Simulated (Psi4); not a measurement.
Psi4 input (wB97X-D/6-31G*):

```
memory 1500 MB

molecule {
-1 1
C     0.01278651    0.10878287    0.77591448
C    -0.01004020    0.03731449   -0.57342092
H     0.02491044   -0.93690889    1.17613433
H    -0.02531590    0.94370798   -1.19774587
H    -0.01607244   -0.88338326   -1.19334978
symmetry c1
no_reorient
no_com
}

set {
  basis 6-31G*
  reference rks
  scf_type pk
  dft_radial_points 99
  dft_spherical_points 590
  e_convergence 1e-8
  d_convergence 1e-7
  maxiter 150
}

e = energy('wb97x-d')
print_out(f'\nFINAL {e:.10f} DIPOLE {variable("CURRENT DIPOLE")[0]:.6f} {variable("CURRENT DIPOLE")[1]:.6f} {variable("CURRENT DIPOLE")[2]:.6f}\n')
```

Output:

```
   => Loading Basis Set <=

    Name: 6-31G*
    Role: ORBITAL
    Keyword: BASIS
    atoms 1-2 entry C          line   111 file 6-31gs.gbs
    atoms 3-5 entry H          line    44 file 6-31gs.gbs

   => WB97X-D: Empirical Dispersion <=

    Chai and Head-Gordon Dispersion Correction
    Chai, J.-D.; Head-Gordon, M. (2010), J. Chem. Phys., 132: 6615-6620

        s6 =       1.000000

         ---------------------------------------------------------
                                   SCF
               by Justin Turney, Rob Parrish, Andy Simmonett
                          and Daniel G. A. Smith
                              RKS Reference
         ---------------------------------------------------------

  ==> Geometry <==

    Molecular point group: c1
    Full point group: C1

    Geometry (in Angstrom), charge = -1, multiplicity = 1:

       Center              X                  Y                   Z               Mass
    ------------   -----------------  -----------------  -----------------  -----------------
         C            0.012786510000     0.108782870000     0.775914480000    12.000000000000
         C           -0.010040200000     0.037314490000    -0.573420920000    12.000000000000
         H            0.024910440000    -0.936908890000     1.176134330000     1.007825032230
         H           -0.025315900000     0.943707980000    -1.197745870000     1.007825032230
         H           -0.016072440000    -0.883383260000    -1.193349780000     1.007825032230

  Running in c1 symmetry.

  Rotational constants: A =      6.21397  B =      1.09007  C =      0.92739 [cm^-1]
  Rotational constants: A = 186290.24522  B =  32679.57827  C =  27802.40013 [MHz]
  Nuclear repulsion =   27.871179104118799

  Charge       = -1
  Multiplicity = 1
  Electrons    = 16
  Nalpha       = 8
  Nbeta        = 8

  ==> Algorithm <==

  SCF Algorithm Type is PK.
  DIIS enabled.
  MOM disabled.
  Fractional occupation disabled.
  Guess Type is SAD.
  Energy threshold   = 1.00e-08
  Density threshold  = 1.00e-07
  Integral threshold = 1.00e-12

  ==> Primary Basis <==

  Basis Set: 6-31G*
    Blend: 6-31G*
    Number of shells: 18
    Number of basis functions: 36
    Number of Cartesian functions: 36
    Spherical Harmonics?: false
    Max angular momentum: 2

  ==> DFT Potential <==

   => LibXC <=

    Version 7.1.2
    S. Lehtola, C. Steigemann, M. J. T. Oliveira, and M. A. L. Marques,  SoftwareX 7, 1–5 (2018) (10.1016/j.softx.2017.11.002)

   => Composite Functional: WB97X-D <=

    wB97X-D Hyb-GGA Exchange-Correlation Functional

    J.-D. Chai and M. Head-Gordon,  Phys. Chem. Chem. Phys. 10, 6615–6620 (2008) (10.1039/B810189B)

    Deriv               =              1
    GGA                 =           TRUE
    Meta                =          FALSE

    Exchange Hybrid     =           TRUE
    MP2 Hybrid          =          FALSE

   => Exchange-Correlation Functionals <=

    1.0000   wB97X-D range-separated functional

   => Exact (HF) Exchange <=

    0.7780            HF,LR [omega = 0.2000]
    0.2220               HF

   => LibXC Density Thresholds  <==

    XC_HYB_GGA_XC_WB97X_D:  1.00E-14

   => Molecular Quadrature <=

    Radial Scheme          =       TREUTLER
    Pruning Scheme         =           NONE
    Nuclear Scheme         =       TREUTLER

    Blocking Scheme        =         OCTREE
    BS radius alpha        =              1
    Pruning alpha          =              1
    Radial Points          =             99
    Spherical Points       =            590
    Total Points           =         277844
    Total Blocks           =           2059
    Max Points             =            256
    Max Functions          =             36
    Weights Tolerance      =       1.00E-15

  ==> Integral Setup <==

  Using in-core PK algorithm.
   Calculation information:
      Number of atoms:                   5
      Number of AO shells:              18
      Number of primitives:             42
      Number of atomic orbitals:        36
      Number of basis functions:        36

      Integral cutoff                 1.00e-12
      Number of threads:                 1

  Performing in-core PK
  Using 666333 doubles for integral storage.
  We computed 14706 shell quartets total.
  Whereas there are 14706 unique shell quartets.

  Computing range-separated integrals for PK
  We computed 14706 wK shell quartets total.
  Whereas there are 14706 wK unique shell quartets.

  ==> DiskJK: Disk-Based J/K Matrices <==

    J tasked:                  Yes
    K tasked:                  Yes
    wK tasked:                 Yes
    Omega:               2.000E-01
    Schwarz Cutoff:          1E-12


  Cached 100.0% of DFT collocation blocks in 0.279 [GiB].

  Minimum eigenvalue in the overlap matrix is 7.8694271847E-03.
  Reciprocal condition number of the overlap matrix is 1.3320262369E-03.
    Using symmetric orthogonalization.

  ==> Pre-Iterations <==

  SCF Guess: Superposition of Atomic Densities via on-the-fly atomic UHF (no occupation information).

   -------------------------
    Irrep   Nso     Nmo
   -------------------------
     A         36      36
   -------------------------
    Total      36      36
   -------------------------

  ==> Iterations <==

                        Total Energy        Delta E     RMS |[F,P]|

   @RKS iter SAD:   -77.14548234785492   -7.71455e+01   0.00000e+00
   @RKS iter   1:   -77.65119567210533   -5.05713e-01   1.62162e-02 ADIIS/DIIS
   @RKS iter   2:   -77.75490003682719   -1.03704e-01   1.21189e-02 ADIIS/DIIS
   @RKS iter   3:   -77.85777400377377   -1.02874e-01   8.18612e-04 ADIIS/DIIS
   @RKS iter   4:   -77.85812017880868   -3.46175e-04   5.92422e-04 ADIIS/DIIS
   @RKS iter   5:   -77.85835308134156   -2.32903e-04   5.71953e-05 DIIS
   @RKS iter   6:   -77.85835862129248   -5.53995e-06   1.45946e-05 DIIS
   @RKS iter   7:   -77.85835907580010   -4.54508e-07   3.76641e-06 DIIS
   @RKS iter   8:   -77.85835911218828   -3.63882e-08   8.01452e-07 DIIS
   @RKS iter   9:   -77.85835911411809   -1.92981e-09   1.54975e-07 DIIS
   @RKS iter  10:   -77.85835911417860   -6.05098e-11   2.37964e-08 DIIS
  Energy and wave function converged.

  ==> Post-Iterations <==

   Electrons on quadrature grid:
      Ntotal   =   16.0000000422 ; deviation = 4.218e-08

    Orbital Energies [Eh]
    ---------------------

    Doubly Occupied:

       1A    -10.017623     2A     -9.972484     3A     -0.550325
       4A     -0.363957     5A     -0.248309     6A     -0.167642
       7A     -0.057675     8A      0.016276

    Virtual:

       9A      0.383400    10A      0.428423    11A      0.460640
      12A      0.523485    13A      0.674886    14A      0.848738
      15A      0.905800    16A      0.959055    17A      1.006986
      18A      1.007173    19A      1.053400    20A      1.167971
      21A      1.201339    22A      1.269227    23A      1.303749
      24A      1.462376    25A      1.852037    26A      1.943066
      27A      2.186468    28A      2.229528    29A      2.275519
      30A      2.465746    31A      2.629145    32A      2.763570
      33A      2.934524    34A      3.098370    35A      4.456680
      36A      4.620139

    Final Occupation by Irrep:
              A
    DOCC [     8 ]
    NA   [     8 ]
    NB   [     8 ]

  @RKS Final Energy:   -77.85835911417860

   => Energetics <=

    Nuclear Repulsion Energy =             27.8711791041187986
    One-Electron Energy =                -163.2050871280556805
    Two-Electron Energy =                  65.6731396955656521
    DFT Exchange-Correlation Energy =      -8.1970984520950232
    Empirical Dispersion Energy =          -0.0004923337123462
    VV10 Nonlocal Energy =                  0.0000000000000000
    Total Energy =                        -77.8583591141785973

Computation Completed

Properties will be evaluated at   0.000000,   0.000000,   0.000000 [a0]

Properties computed using the SCF density matrix

 Multipole Moments:

 ------------------------------------------------------------------------------------
     Multipole            Electronic (a.u.)      Nuclear  (a.u.)        Total (a.u.)
 ------------------------------------------------------------------------------------

 L = 1.  Multiply by 2.5417464519 to convert [e a0] to [Debye]
 Dipole X            :         -0.0124807           -0.0000001           -0.0124808
 Dipole Y            :         -0.4557402           -0.0000000           -0.4557402
 Dipole Z            :         -0.8594439            0.0000001           -0.8594438
 Magnitude           :                                                    0.9728816

 ------------------------------------------------------------------------------------

FINAL -77.8583591142 DIPOLE -0.012481 -0.455740 -0.859444

*** Psi4 exiting successfully. Buy a developer a beer!
```

The dipole moment of an ion depends on the origin.
